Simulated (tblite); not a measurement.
Question: What does the GFN2-xTB structure of `Cc1cnco1` look like in three dimensions?

Answer: 
```
atom  x, y, z in Å
C1    -1.6730   -0.1476    0.1085
C2    -0.2008   -0.0037    0.0062
C3     0.6143    1.0201   -0.3713
N4     1.9151    0.6103   -0.2793
C5     1.8475   -0.6074    0.1376
O6     0.5999   -1.0517    0.3339
H7    -1.9609   -0.3851    1.1318
H8    -2.0210   -0.9554   -0.5340
H9    -2.1506    0.7800   -0.1919
H10    0.3631    2.0070   -0.6985
H11    2.6718   -1.2638    0.3311
```

Any rigid rotation of these coordinates is as good. Atoms count from 1 in this order. The C–C distances run from 1.362 Å (C2–C3, aromatic) to 1.483 Å (C1–C2, drawn single), a spread of 0.121 Å. The 6 heavy atoms lie in one plane (0.000 Å rms). The 5-membered ring C2–C3–N4–C5–O6 has internal angles of 104.8° to 114.2°; it is planar, 0.00 Å rms from its mean plane, widest ring torsion 0°. O6 (furan-type oxygen) is bent (angle 104.9°).

Bonds between heavy atoms (Å): C1–C2 1.483, C2–C3 1.362, C3–N4 1.367, N4–C5 1.289, C5–O6 1.339, C2–O6 1.359.

The geometry is computed with GFN2-xTB (gas phase).

Point group: Cs (every atom within 0.08 Å of its image). Its GFN2-xTB frequencies are all real (lowest 66 cm⁻¹).
